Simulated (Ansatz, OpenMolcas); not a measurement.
From OpenMolcas to Ansatz

This OpenMolcas 26.06 job computes Si3H7 (SMILES [SiH3][SiH][SiH3]):

calc.input:
```
* H7Si3 Kohn-Sham DFT
>>> EXPORT MOLCAS_PRINT=2

&gateway
  baslib
  $CurrDir
  coord
  10
  bohr
  Si    -2.50747759     1.61552686    -2.28505683
  Si     1.35946897    -0.24868796    -1.35984692
  Si     1.89048202    -1.89596222     2.67604117
  H     -4.55783044    -0.12321014    -1.46850617
  H     -2.72819761     2.05942353    -5.05123793
  H     -2.84498268     4.07784000    -0.96168162
  H      3.56364553     1.27027390    -2.23856957
  H     -0.33656022    -3.49504847     3.29058010
  H      2.10704463     0.12113144     4.62850620
  H      4.21125467    -3.47766299     2.77562973
  basis
  cc-pVDZ
  group
  NoSym

&seward
  gridinput
  Grid=UltraFine
  End of Grid

&scf
  uhf
  spin
  2
  ksdft
  revPBE
  thresholds
  1e-10 1e-07 1e-07 1e-05
  prorbitals
  1 1

&alaska
```

```bash
$ export MOLCAS_MEM=1860
$ pymolcas calc.input > calc.log
```

(Basis files named in the input come from the Basis Set Exchange and aren't shown.)

The shape is that of a PBE0-D4/def2-TZVP optimisation.

It gives a total energy of -872.441857 Eh.

Write the same calculation for Ansatz 0.2.0 as an input file of the program's own, asking for the energy.

One way, which was run:

run.yaml:
```yaml
crystal:
  periodic: [false, false, false]
  atoms:
    - {symbol: Si, position_ang: [-1.326900, 0.854900, -1.209200]}
    - {symbol: Si, position_ang: [0.719400, -0.131600, -0.719600]}
    - {symbol: Si, position_ang: [1.000400, -1.003300, 1.416100]}
    - {symbol: H, position_ang: [-2.411900, -0.065200, -0.777100]}
    - {symbol: H, position_ang: [-1.443700, 1.089800, -2.673000]}
    - {symbol: H, position_ang: [-1.505500, 2.157900, -0.508900]}
    - {symbol: H, position_ang: [1.885800, 0.672200, -1.184600]}
    - {symbol: H, position_ang: [-0.178100, -1.849500, 1.741300]}
    - {symbol: H, position_ang: [1.115000, 0.064100, 2.449300]}
    - {symbol: H, position_ang: [2.228500, -1.840300, 1.468800]}
basis:
  gaussian:
    orbitals: cc-pVDZ
accuracy: high
magnetization:
  spin_polarized: true
  initial_magnetization: 1
total_charge: 0
output: {orbitals: {seedname: orbitals}}
hamiltonian:
  xc: {name: revPBE}
```

```bash
$ ansatz run run.yaml --threads 1 --pin off --max-ram 3480MiB --events-out events.jsonl --progress --plain --runs-dir runs
```

Its energy is -872.441858 Eh, the same as the first but for the last digit, at most.
